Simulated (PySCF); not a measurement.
# acrylonitrile: calculation against experiment

**Measured values to compare with.**

From NIST CCCBDB Release 22 (SRD 101), experimental dipoles, for the gas: dipole moment (molecular beam) 3.882 D.

The runs below try to reproduce these values; the comparison stands at the end.

Acrylonitrile, C3H3N.
SMILES with atom numbers: `[CH2:1]=[CH:2][C:3]#[N:4]` (hydrogens: H5, H6 on C1; H7 on C2)

Structure used (PBE0-D3(BJ)/def2-TZVP), in Å, numbered top down from 1:
```xyz
7
C3H3N angstrom
C     -0.0946    0.9120   -0.5115
C      0.3635   -0.2859   -0.1626
C     -0.2116   -1.0534    0.8894
N     -0.6614   -1.6926    1.7355
H     -0.9383    1.3654   -0.0059
H      0.3697    1.4661   -1.3175
H      1.2089   -0.7389   -0.6700
```

Runs made with PySCF (gas phase, on this PBE0-D3(BJ)/def2-TZVP geometry; no spin–orbit coupling):

```csv
level,job,basis functions,wall time
"PBE0-D3(BJ)/def2-TZVP, grid level 2",geometry optimisation from a GFN2-xTB start shaken at random,142,68 s
B97-2/pcSseg-2,shieldings,186,18 s
KT3/pcSseg-2,shieldings,186,29 s
PBE0/pcSseg-2,"shieldings, charges and field gradients",186,20 s
wB97X-D/pcSseg-2,shieldings,186,21 s
CAM-B3LYP/aug-cc-pVTZ,"10 singlets by full TDDFT, 4 Tamm–Dancoff triplets, polarisability",253,32 s
PBE0/aug-cc-pVTZ,"10 singlets by full TDDFT, 4 Tamm–Dancoff triplets, polarisability, dynamic polarisability",253,32 s
wB97X-D/aug-cc-pVTZ,"10 singlets by full TDDFT, 4 Tamm–Dancoff triplets, polarisability, ΔSCF ions",253,58 s
B3LYP/pcJ-2,spin–spin couplings from 7 perturbed nuclei,276,33 s
B97-2/pcJ-2,spin–spin couplings from 7 perturbed nuclei,276,34 s
PBE0/pcJ-2,spin–spin couplings from 7 perturbed nuclei,276,37 s
```

Hardware: an Intel Xeon Platinum 8175M at 2.50 GHz with one thread (shared host).

**Comparison with experiment**

**Dipole moment.** Measured: 3.882 D (NIST CCCBDB Release 22 (SRD 101), experimental dipoles).

```csv
level,computed (D),computed − measured (D),% (from the printed values)
PBE0-D3(BJ)/def2-TZVP,4.016,+0.134,+3
B97-2/pcSseg-2,4.023,+0.141,+4
KT3/pcSseg-2,3.879,-0.003,0
PBE0/pcSseg-2,4.039,+0.157,+4
wB97X-D/pcSseg-2,4.069,+0.187,+5
CAM-B3LYP/aug-cc-pVTZ,4.093,+0.211,+5
PBE0/aug-cc-pVTZ,4.036,+0.154,+4
wB97X-D/aug-cc-pVTZ,4.063,+0.181,+5
B3LYP/pcJ-2,4.022,+0.140,+4
B97-2/pcJ-2,4.017,+0.135,+3
PBE0/pcJ-2,4.033,+0.151,+4
```

Closest is KT3/pcSseg-2 (-0.003 D), furthest CAM-B3LYP/aug-cc-pVTZ (+0.211 D); one molecule doesn't rank methods. The computed dipoles belong to one fixed geometry; measured ones are averaged over vibrations unless marked μe. Magnitudes are compared, not signs.

The geometry is computed, not the measured one. Where a level misses, the cause wasn't examined.
